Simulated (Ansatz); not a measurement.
This Ansatz (a program for electronic structure) input (MP2/cc-pV5Z) gives -115.57319 Eh with 402 basis functions.

Ansatz 0.2 input:
```yaml
crystal:
  periodic: [false, false, false]
  atoms:
    - {symbol: C, position_ang: [-0.05249934, 0.66361634, -0.00082491]}
    - {symbol: O, position_ang: [-0.03987542, -0.75703536, 0.00178984]}
    - {symbol: H, position_ang: [-1.09784462, 0.96908472, 0.00748358]}
    - {symbol: H, position_ang: [0.87401456, -1.05773522, -0.00540936]}
    - {symbol: H, position_ang: [0.43649641, 1.08332517, 0.88540014]}
    - {symbol: H, position_ang: [0.42133308, 1.07991017, -0.89684359]}
basis:
  gaussian:
    orbitals: cc-pV5Z
magnetization: {spin_polarized: false}
correlation: {method: mp2, electrons: outside_noble_gas}
```

Change:
```diff
- orbitals: cc-pV5Z
+ orbitals: aug-pcseg-3
```

Problem. What does the run give now?

Solution. -115.55673 Eh (MP2/aug-pcseg-3, 366 functions), a change of +16.46 mEh.
